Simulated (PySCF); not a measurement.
**C3H5FO2: NMR shifts and spin-spin couplings**

What NMR shifts and spin-spin couplings should C3H5FO2 (`C[C@H](F)C(=O)O`) show?

Computed with PySCF 2.14.0, with density-fitted response routines of our own, on a single molecule in the gas phase. Atoms are numbered from 0 throughout.

### Step 1. Starting geometry

11 atoms, charge 0, multiplicity 1; geometry from: GFN2-xTB.

Bonds of the start (Å): C0–C1 1.52, C1–F2 1.37, C1–C3 1.53, C3–O4 1.20, C3–O5 1.33, C0–H6 1.09, C0–H7 1.09, C0–H8 1.09, C1–H9 1.10, O5–H10 0.97.

### Step 2. Shielding tensors: PBE0/pcSseg-1

What the job is given:

```
{"job": {"kind": "nmr", "xc": "PBE0", "basis": "pcSseg-1"}, "charge": 0, "multiplicity": 1}
C     -1.211109    -0.357997     0.634093
C     -0.374150     0.491004    -0.316583
F     -0.714037     0.211773    -1.617885
C      1.109738     0.227367    -0.083083
O      1.681417     0.561586     0.919001
O      1.686955    -0.424218    -1.082618
H     -1.054526    -1.412689     0.419936
H     -2.264932    -0.126032     0.504946
H     -0.914541    -0.146635     1.657010
H     -0.566409     1.560987    -0.161227
H      2.627019    -0.582476    -0.899554
```

With the program's defaults for keys left out, this is: GIAO PBE0/pcSseg-1 NMR shielding, non-relativistic, gas phase.

**Question.** This job is followed by: B3LYP/pcJ-1 indirect spin-spin coupling, non-relativistic, gas phase. Predict these results of the whole session: ¹³C shifts against TMS (PBE0/pcSseg-1); ¹H shifts against TMS (PBE0/pcSseg-1, means over atoms taken as alike); ¹⁹F shifts against CFCl3 (PBE0/pcSseg-1); ¹⁷O shifts against H2O (PBE0/pcSseg-1); largest coupling of the table (B3LYP/pcJ-1).

As calculated:

```
                                                              quantity                     value
                                ¹³C shifts against TMS (PBE0/pcSseg-1)     177.6, 90.8, 22.3 ppm
¹H shifts against TMS (PBE0/pcSseg-1, means over atoms taken as alike)      6.47, 5.24, 1.65 ppm
                              ¹⁹F shifts against CFCl3 (PBE0/pcSseg-1)                -216.8 ppm
                                ¹⁷O shifts against H2O (PBE0/pcSseg-1)          420.5, 209.2 ppm
                           largest coupling of the table (B3LYP/pcJ-1)  ¹J(C,F) C1–F2, -248.3 Hz
```

The most deshielded carbon is C3 (carboxylic acid carbon), at 177.6 ppm: it is a carbonyl in resonance with an O or N lone pair, the region of acids, esters and amides. At PBE0/pcSseg-1: Shielding is most anisotropic at O4 (span 589 ppm, paramagnetic term -487 ppm). In the run at B3LYP/pcJ-1, the largest coupling of the table is C1–F2, -248.3 Hz, of which the Fermi-contact term gives -291.3 Hz. Couplings across rotatable bonds belong to this one conformer; where others are populated, the observed values are averages. The acid proton is that of the lone molecule; in solution hydrogen bonds move it to about 10 to 13 ppm.
